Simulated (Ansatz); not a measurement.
Cl–Al–PH, singlet: the ladder up to RCCSDT(Q)

Geometry: a PBE0/def2-TZVP stationary point for this spin, not checked as a minimum.

```xyz
4

Cl    0.0000   -0.3034    2.5579
Al    0.0000   -0.3527    0.4810
P     0.0000   -0.3809   -1.6550
H     0.0000    1.0370   -1.3840
```

Basis cc-pVDZ; Ansatz 0.2.0. Only valence electrons are correlated (noble-gas cores frozen), which leaves 16 electrons in 44 orbitals. Prefix R: restricted or restricted open-shell reference.

Full CI isn't at hand for all of this; RCCSDT(Q) serves as the reference, and is uncertain by the last step of the cluster series or more.

The UHF ⟨S²⟩ is 0.000. The T1 diagnostic (RCCSD) is 0.0172. The largest doubles amplitude (RCCSD) is 0.076.

| level | E − E(RCCSDT(Q)) (mEh) | share of correlation (%) | wall time |
| --- | --- | --- | --- |
| RHF | 353.60 | 0.00 | – |
| RMP2 | 46.39 | 86.88 | – |
| CISD | 54.40 | 84.62 | 2.5 s |
| RCCSD | 14.32 | 95.95 | – |
| RCCSD(T) | 2.31 | 99.35 | 3 s |
| BCCD(T) | 2.29 | 99.35 | 1.4 s |
| RCCSDT | 1.11 | 99.69 | – |

The correlation energy at RCCSDT(Q), counted from RHF, is -9.622 eV. That run took 47 s on 1 thread of Arm Neoverse V1, shared host.

Times hold each run's SCF and search for its determinant on a shared host, so for small cases they say little of a method's own cost; they ran on 1 thread of Arm Neoverse V1. Some runs computed forces too.

Atomization energy (electronic, same basis, no zero-point term; atoms at the same level, unrestricted beside the R rows where the molecule is a closed shell, with restricted open-shell steps beyond CCSDT(Q)) at RCCSDT(Q): 841.8 kJ/mol. Errors of other levels:

| level | error (kJ/mol) |
| --- | --- |
| RHF | -248.8 |
| RMP2 | 22.5 |
| CISD | -119.5 |
| RCCSD | -27.3 |
| RCCSD(T) | -3.3 |
| BCCD(T) | -3.1 |
| RCCSDT | -2.3 |

This basis is far from its limit, so the value isn't to be set against a measured one. Truncated CI isn't size-consistent, which counts against it in atomization.
